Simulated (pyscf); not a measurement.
Single points on ωB97X-D3(BJ)/def2-SVP structures (PySCF, gas phase).

Q: Estimate by transition-state theory the rate constant of H₂N–SiH•–NH₂ (SMILES N[SiH]N) + NH₃ (SMILES N) → H₂N–SiH₂–NH₂ (SMILES N[SiH2]N) + NH₂• (SMILES [NH2]) (doublet surface; H–N broken, H–Si formed) at 1200 K, with ωB97M-D3(BJ)/def2-TZVP energies (ideal gas, 1 atm, RRHO with modes under 100 cm⁻¹ raised to 100, one conformer, R ln 2 for chiral ones without a mode under 150 cm⁻¹; no tunnelling).

A: The electronic barrier is 20.4 kcal/mol and the thermal terms add +35.3, so ΔG‡ = 55.7 kcal/mol. With k_BT/h = 2.50e+13 s⁻¹ and RT = 2.385 kcal/mol, and a volume of 1.64e-19 cm³ per molecule at 1 atm, k = 2.9e-16 cm³ molecule⁻¹ s⁻¹. Wigner's tunnelling factor for 1024i cm⁻¹ would be 1.06. A shift of 1 kcal/mol in the barrier changes k by a factor 1.5. On the product side the descent ends in a complex (not fully relaxed), 5.7 kcal/mol under the separated species and 9.8 kcal/mol under the saddle at ωB97X-D3(BJ)/def2-TZVP. This is the saddle that the search found; another between the same sides may lie lower. The angle at the transferred H is 150°.
